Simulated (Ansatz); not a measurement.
**BCl (SMILES [B]Cl): B3LYP/6-31G(d) (Cartesian functions)**

Aim: the vertical ionisation energy of BCl at B3LYP/6-31G* (Cartesian functions), from 2 runs. 

Program for the calculation: Ansatz 0.2.0.

40 further runs of the same task are left out: 40 set aside as unsound or not needed.

## 1. The molecule

BCl has 2 atoms, charge 0, and is taken as a singlet. SMILES: `[B]Cl`. Geometry: relaxed at PBE0-D4/def2-TZVP.

Bond lengths: B1–Cl2 1.718 Å.

## 2. The energy at B3LYP/6-31G(d) (Cartesian functions)

File molecule.yaml:

```yaml
crystal:
  periodic: [false, false, false]
  atoms:
    - {symbol: B, position_ang: [-0.000000, -0.000000, -0.069660]}
    - {symbol: Cl, position_ang: [0.000000, 0.000000, 1.648190]}
basis:
  gaussian:
    orbitals: "6-31G*"
hamiltonian:
  xc: {name: B3LYP}
accuracy: high
output: {orbitals: {seedname: orbitals}}
```

Launch:

```bash
ansatz run molecule.yaml --threads 1 --pin off --max-ram 3480MiB --events-out events.jsonl --progress --plain --runs-dir runs
```

Output:

```text
Warning: RAYON_NUM_THREADS=1 ignored (pool sized by the plan → 1); use --threads N
Functional definition: B3LYP
  name "B3LYP"
  parameter a0 = 0.2
  parameter ax = 0.72
  parameter ac = 0.81
  exchange = (1 - a0 - ax)*slater_x + ax*b88_x + a0*exact_x
  correlation = (1 - ac)*vwn_rpa_c + ac*lyp_c
594 factors; integrals over basis functions are off by at most 3.7e-9 eV
mean field evaluation 1: about -13196.8197 eV, gradient 6.2e0 eV
mean field evaluation 2: about -13196.8843 eV, gradient 4.2e0 eV
mean field evaluation 4: about -13196.9260 eV, gradient 4.0e-1 eV
mean field evaluation 8: about -13196.9253 eV, gradient 7.6e-4 eV
mean field evaluation 16: about -13196.9253 eV, gradient 1.2e-8 eV
mean field -13196.92529795 eV, -484.9780595025 hartree, gradient 1.5e-8 eV, S^2 0.000000; 0 other end points of the search recorded, 0 dependent functions left out
reference -13196.92532490 eV, -484.9780604930 hartree; 11, 11 occupied and 23, 23 virtual orbitals, 594 factors
Total energy: -13196.92532490 eV, -484.9780604930 hartree
```

Run time: 1 s. Hardware: 1 thread of Arm Neoverse V1, shared host.

## 3. The doublet cation, same level

File in.yaml:

```yaml
crystal:
  periodic: [false, false, false]
  atoms:
    - {symbol: B, position_ang: [-0.000000, -0.000000, -0.069660]}
    - {symbol: Cl, position_ang: [0.000000, 0.000000, 1.648190]}
basis:
  gaussian:
    orbitals: "6-31G*"
output: {orbitals: {seedname: orbitals}}
hamiltonian:
  xc: {name: B3LYP}
total_charge: 1
magnetization:
  spin_polarized: true
  initial_magnetization: 1
accuracy: high
```

Launch:

```bash
ansatz run in.yaml --threads 1 --pin off --max-ram 3480MiB --events-out events.jsonl --progress --plain --runs-dir runs
```

Output, shortened:

```text
Warning: RAYON_NUM_THREADS=1 ignored (pool sized by the plan → 1); use --threads N
[... 7 set-up lines as earlier in the session ...]
594 factors; integrals over basis functions are off by at most 3.6e-9 eV
mean field evaluation 1: about -13182.6383 eV, gradient 2.5e1 eV
mean field evaluation 2: about -13147.1115 eV, gradient 8.5e1 eV
mean field evaluation 4: about -13186.8916 eV, gradient 2.5e0 eV
mean field evaluation 8: about -13186.9570 eV, gradient 7.5e-2 eV
mean field evaluation 16: about -13186.9571 eV, gradient 1.8e-5 eV
mean field -13186.95705083 eV, -484.6117331776 hartree, gradient 2.1e-8 eV, S^2 0.756094; 0 other end points of the search recorded, 0 dependent functions left out
reference -13186.95707646 eV, -484.6117341193 hartree; 11, 10 occupied and 23, 24 virtual orbitals, 594 factors
Total energy: -13186.95707646 eV, -484.6117341193 hartree
```

It took 1.9 s on 1 thread of Arm Neoverse V1, shared host; peak memory 0.11 GiB.

## 4. Results

At B3LYP/6-31G* (Cartesian functions):

| quantity | value |
| --- | --- |
| singlet BCl: total energy | -484.97806 Eh |
| singlet BCl: HOMO energy | -6.96 eV |
| singlet BCl: LUMO energy | -1.70 eV |
| singlet BCl: HOMO–LUMO gap | 5.26 eV |
| doublet cation: total energy | -484.61173 Eh |
| doublet cation: HOMO energy (highest over α and β) | -17.46 eV |
| doublet cation: LUMO energy (lowest over α and β) | -12.66 eV |
| doublet cation: ⟨S²⟩ | 0.756 |
| vertical ionisation energy (to the doublet cation) | 9.968 eV |

Removing an electron at fixed nuclei costs 9.97 eV (962 kJ/mol). The negative HOMO energy of the first species, 6.96 eV, lies 3.01 eV below that difference.
